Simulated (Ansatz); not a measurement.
Basis-set extrapolation for C4H7FS (`C/C=C(\F)CS`) (PBE0-D4/def2-TZVP geometry, frozen core, Ansatz). Multiplicity 1, RHF reference.

```json
{"": "HF", "def2-TZVPP": "-652.609637", "def2-QZVPP": "-652.632262"}
{"": "MP2 correlation", "def2-TZVPP": "-1.090218", "def2-QZVPP": "-1.172468"}
{"": "CCSD(T) correlation", "def2-TZVPP": "-1.188984", "def2-QZVPP": "not run"}
```

Energies in hartree. Use E(X) = E(∞) + A·exp(−7.88·√X) for Hartree–Fock and E(X) = E(∞) + B·X^(−2.97) for correlation, with X = 3 and 4, and add CCSD(T) minus MP2 of the smaller set to the MP2 limit.

Q: What is the CCSD(T) energy at the basis-set limit?

A: HF limit: -652.632262 + (-0.022625) × 0.13774 = -652.63538. MP2 limit: -1.172468 + (-0.082250) × 0.74074 = -1.23339. Higher-order term: -1.188984 − (-1.090218) = -0.09877. Total: -653.96754 hartree, 443.5 kJ/mol below CCSD(T)/def2-TZVPP.
